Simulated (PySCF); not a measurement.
# Computed data sheet: `C#CCCCl`

Species: C4H5Cl.
Cartesian coordinates in Å at the GFN2-xTB level; atoms count from 1:
```
atom  x, y, z in Å
C1     2.2980    0.3948   -0.1527
C2     1.2094   -0.0973   -0.0894
C3    -0.1197   -0.6729   -0.0219
C4    -1.1701    0.4082   -0.2512
Cl5   -2.8107   -0.2939   -0.1687
H6     3.2600    0.8095   -0.2040
H7    -0.2674   -1.1320    0.9592
H8    -0.2149   -1.4523   -0.7826
H9    -1.1126    1.1812    0.5153
H10   -1.0630    0.8594   -1.2378
```

Among its groups: alkyne and C–Cl bond.

From GFN2-xTB geometry:

```
Point group of the GFN2-xTB geometry                  : Cs
Rotational constants A, B, C of the GFN2-xTB geometry : 26.702, 1.508, 1.454 GHz
```

**CAM-B3LYP/def2-SVPD ground state and vertical TDDFT (core frozen in the response) (PySCF)**

```
Dipole moment                                                     : 1.51 D
HOMO energy                                                       : -9.52 eV
LUMO energy                                                       : 1.03 eV
HOMO–LUMO gap                                                     : 10.55 eV
Lowest singlet excitation                                         : 6.59 eV (188 nm, f = 0.000)
Strongest line among the 8 lowest singlet transitions             : S6 at 7.67 eV (162 nm, f = 0.039)
Lowest triplet excitation (Tamm–Dancoff)                          : 5.51 eV
Static isotropic polarisability                                   : 61.0 au
Electronic spatial extent ⟨r²⟩ about the centre of nuclear charge : 751 bohr²
```

Monoisotopic mass (most abundant isotopes): 88.0080 u.

The polarisability is 9.04 Å³ as a volume (1 au = 0.148185 Å³), or 1.33 au for each of the 46 electrons. A dipole of 1.51 D is allowed in Cs, and pure rotational transitions are dipole-allowed. The rotational constants make it an asymmetric top with κ = (2B − A − C)/(A − C) = -1.00, nearer the prolate limit (−1). The dipole matches unit charges of opposite sign 0.32 Å apart (1 e·Å = 4.8032 D). S1 lies 3.96 eV below the HOMO–LUMO gap. The vertical singlet–triplet gap S1 − T1 is 1.08 eV (TDDFT singlet less Tamm–Dancoff triplet). With B = h/(8π²I), that is 505.379 GHz u Å² over I, the principal moments of inertia are 18.9, 335.1 and 347.7 u Å² (most abundant isotopes). No computed singlet falls in the visible range (750 to 380 nm, 1.65 to 3.26 eV); S1 lies 3.33 eV above its blue end.

One conformer (not necessarily the lowest) at the GFN2-xTB geometry, without solvent, vibrations or thermal averaging.
